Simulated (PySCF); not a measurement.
## Relaxation of doublet H₂PO

Level of theory: UPBE0 in PySCF with P def2-TZVP, O def2-TZVP, H def2-TZVP; no relativity; density-fitted integrals. A (50,194) grid was used.

A hand-made trigonal pyramidal start, of Cs symmetry, held to at least that symmetry:

Coordinates in bohr (charge 0 multiplicity 2):
```
P     0.0000   -0.9648    0.0000
O     0.2153    2.0322    0.0000
H    -1.7087   -1.3009   -2.0663
H    -1.7087   -1.3010    2.0663
```

Problem. What forces act on the atoms at the start (eV/Å)?

Solution. 
```
atom     Fx     Fy     Fz
  P1  -0.92   3.16   0.00
  O2   0.50  -2.10   0.00
  H3   0.21  -0.53   0.07
  H4   0.21  -0.53  -0.07
```

Problem. What does it relax to?

Solution. It ends at Cs with P–H 1.422 Å (×2), P–O 1.492 Å; H–P–H 102.4°, H–P–O 114.3° (×2). A frequency run shows a minimum. Other isomers or separated fragments may lie lower.

Problem. How much energy is released, and in how many steps?

Solution. 36.8 kJ/mol in 6 steps.

The relaxation took 6.2 s on 2 threads of a shared Arm Neoverse V2 host, with 80 basis functions and 7 gradients; the process peaked at 0.52 GiB. Launch command: `OMP_NUM_THREADS=2 python axn.py task.json out`.
